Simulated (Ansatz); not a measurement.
System: diamond. Method: r²SCAN0 (Ansatz, a first-principles code, PAW).

Run with plane-wave cutoff 520 eV, 12×12×12 k mesh, Fermi–Dirac smearing 0.01 eV, scalar-relativistic PAW data made under PBE.

Pressure at four volumes; x = ln(V/5.537 Å³). One pressure is withheld.

| V (Å³/atom) | x | P (GPa) |
|---|---|---|
| 5.260 | -0.0513 | 27.74 |
| 5.537 | 0.0000 | 0.67 |
| 5.638 | 0.0181 | -7.75 |
| 5.814 | 0.0488 | ? |

Question: Pass a parabola P(x) through the three rows shown, estimate the bulk modulus and its pressure derivative near zero pressure, and predict the withheld pressure.

Answer: Slopes between the rows: (0.67 − (27.74))/(0.0000 − (-0.0513)) = -527.68 and (-7.75 − (0.67))/(0.0181 − (0.0000)) = -465.19 GPa. Their difference over the span 0.0694 is c = 62.49/0.0694 = 900.4 GPa, so P(x) = 27.74 + (-527.68)(x − (-0.0513)) + 900.4 (x − (-0.0513))(x − (0.0000)). At the middle row B = −dP/dx = −[-527.68 + 900.4 × 0.0513] = 481.5 GPa, and B′ = dB/dP = 2c/B = 3.7. At x = 0.0488 the parabola gives -20.68 GPa; the run gives -20.85 GPa. The Birch–Murnaghan fit to the energies at all volumes has B0 = 479 GPa and B′ = 3.6.

Measured, for comparison: bulk modulus 455 GPa (0 K value with the zero-point phonon effect removed; as tabulated in Mejia-Rodriguez and Trickey (2018), arXiv:1807.09216). Computed (rounded) less measured: bulk modulus +5 %.
